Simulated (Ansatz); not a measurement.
A run of Ansatz (development build ahead of 0.2.0) on triplet C2H4 at this shape:

```xyz
6

C     0.1838    0.5753    0.2790
C    -0.1838   -0.5753   -0.2790
H    -0.3198    0.9709    1.1664
H     1.0052    1.1743   -0.1262
H    -1.0052   -1.1743    0.1262
H     0.3198   -0.9709   -1.1664
```

Its results:

```
Converged                       : yes
Total energy                    : -77.85227 hartree
Spin squared of the determinant : 2.019
Stability test                  : minimum
```

Forces (eV/Å):
| atom | Fx | Fy | Fz |
| --- | --- | --- | --- |
| C1 | 3.136 | 9.810 | 4.756 |
| C2 | -3.136 | -9.810 | -4.756 |
| H3 | 0.278 | -0.098 | -0.390 |
| H4 | -0.374 | -0.199 | 0.247 |
| H5 | 0.374 | 0.199 | -0.247 |
| H6 | -0.278 | 0.098 | 0.390 |

Which input gives this output? Name the method, the orbitals and the basis set, and write the input.

UHF in def2-SVP.

```yaml
crystal:
  periodic: [false, false, false]
  atoms:
    - { symbol: C, position_ang: [0.1838, 0.5753, 0.279] }
    - { symbol: C, position_ang: [-0.1838, -0.5753, -0.279] }
    - { symbol: H, position_ang: [-0.3198, 0.9709, 1.1664] }
    - { symbol: H, position_ang: [1.0052, 1.1743, -0.1262] }
    - { symbol: H, position_ang: [-1.0052, -1.1743, 0.1262] }
    - { symbol: H, position_ang: [0.3198, -0.9709, -1.1664] }
basis:
  gaussian: { orbitals: def2-SVP }
magnetization:
  spin_polarized: true
  initial_magnetization: 2
hamiltonian:
  xc: hf
output:
  forces: true
```

Caution: another spin multiplicity may lie lower.
